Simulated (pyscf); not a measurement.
Single points on ωB97X-D3(BJ)/def2-SVP structures (PySCF, gas phase).

**Question.** For the elementary gas-phase step HO–Ti(OH)(OH)–OH + HF → H₂O + HO–Ti(OH)(OH)–F (singlet surface; O–Ti, F–H broken, H–O, F–Ti formed), what barrier and reaction energy does ωB97M-D3(BJ)/def2-TZVP give, measured from the separated reactants?

**Answer.** ΔE‡ = -5.4 kcal/mol, ΔE = -13.2 kcal/mol. Zero-point energy shifts the barrier by +1.5 kcal/mol. It is a four-centre exchange, with an imaginary mode of 495i cm⁻¹. On the reactant side the descent ends in a bound adduct, 10.8 kcal/mol under the separated species and 4.7 kcal/mol under the saddle at ωB97X-D3(BJ)/def2-TZVP. On the product side the descent ends in an adduct with a O–Ti contact, 12.1 kcal/mol under the separated species and 19.0 kcal/mol under the saddle at ωB97X-D3(BJ)/def2-TZVP. At ωB97M-D3(BJ) the saddle lies under the separated reactants, which points to a path from their complex (located at ωB97X-D3(BJ) alone). What is counted as broken (O–Ti) persists as a longer contact in the product adduct; parting that adduct is a step of its own. This is the saddle that the search found; another between the same sides may lie lower.
